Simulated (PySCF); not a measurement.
Work out the structure from these simulated measurements.

Formula: C2H3ClF2.

| Quantity | Value |
| --- | --- |
| NMR, other nuclei | isotropic shieldings of nuclei other than C and H, by class: 233 (2 F), 595 (1 Cl) ppm [GIAO B97-2/pcSseg-2] |
| Rotational structure | rotational constants A, B, C: 5.273, 3.249, 3.162 GHz [PBE0-D3(BJ)/def2-TZVP] |
| Triplet | lowest triplet excitation (Tamm–Dancoff): 6.87 eV [TDA CAM-B3LYP/aug-cc-pVTZ] |
| 13C NMR | chemical shifts (computed TMS as zero) by class: 142.4 (1 C), 31.6 (1 C) ppm [GIAO B97-2/pcSseg-2] |
| 1H NMR | chemical shifts (computed TMS as zero) by class: 1.96 (3 H) ppm [GIAO B97-2/pcSseg-2] |
| Polarisability | 42.6 au [CAM-B3LYP/aug-cc-pVTZ] |

Electronic properties: PySCF, gas phase, density fitting. Levels stand in brackets. Isolated species at its PBE0-D3(BJ)/def2-TZVP geometry, gas phase. NMR classes are plain means over equivalent atoms (diastereotopic ones count apart unless rotation or inversion swaps them), as if these changed places fast.

Q: What is the compound? Reason from the data.

A: Numbering: `[CH3:1][C:2]([F:3])([F:4])[Cl:5]`. Its formula, C2H3ClF2, gives 0 degrees of unsaturation, so no ring and no π bond. 2 carbons fall into 2 classes; from least to most shielded: CF2 carbon [C2] (142.4 ppm), methyl carbon [C1] (31.6 ppm). All hydrogens form one class (1.96 ppm): methyl hydrogen. The other shieldings belong to: 233 ppm, fluorine of a CF2 group [F3/F4]; 595 ppm, chlorine on a fluorinated carbon [Cl5]. The optimised geometry has point group Cs and is an asymmetric top. Structure: 1-chloro-1,1-difluoroethane (`CC(F)(F)Cl`). The assignments are read from this structure; whether some other isomer fits the data as well wasn't checked.
